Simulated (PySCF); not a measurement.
**CH₂⁺ + 2 F₂ → CF₂⁺ + 2 HF**

Level: PBE0 in the def2-TZVP basis family, all electrons, no relativity, computed in PySCF with density fitting; open shells unrestricted.

| species | state and structure | ZPE (kJ/mol) | H(298 K) − H(0) (kJ/mol) | S° (J/(mol K)) |
| --- | --- | --- | --- | --- |
| CH₂⁺ | doublet, C2v, C–H 1.098 Å (×2); H–C–H 141.1° | 42.9 | 10.0 | 191.6 |
| F₂ | singlet, D∞h, F–F 1.376 Å | 6.6 | 8.7 | 201.9 |
| CF₂⁺ | doublet, C2v, C–F 1.214 Å (×2); F–C–F 124.6° | 22.6 | 10.3 | 243.9 |
| HF | singlet, C∞v, H–F 0.920 Å | 24.9 | 8.7 | 173.6 |

Is the gas-phase reaction uphill or downhill in electronic energy at this level, and by how much?

At PBE0/def2-TZVP, ΔE = -1049.9 kJ/mol, downhill. 

Add zero-point, thermal and entropy terms for 298.15 K and 1 bar.

ΔZPE = 16.3 and Δ[H(298) − H(0)] = 0.3 kJ/mol give ΔH° = -1033.3 kJ/mol. ΔS° = -4.3 J/(mol K), so ΔG° = -1033.3 − 298.15 × (-0.0043) = -1032 kJ/mol.

Only the bonding shown was studied: isomers, or loss of a ligand pair, can lie lower.
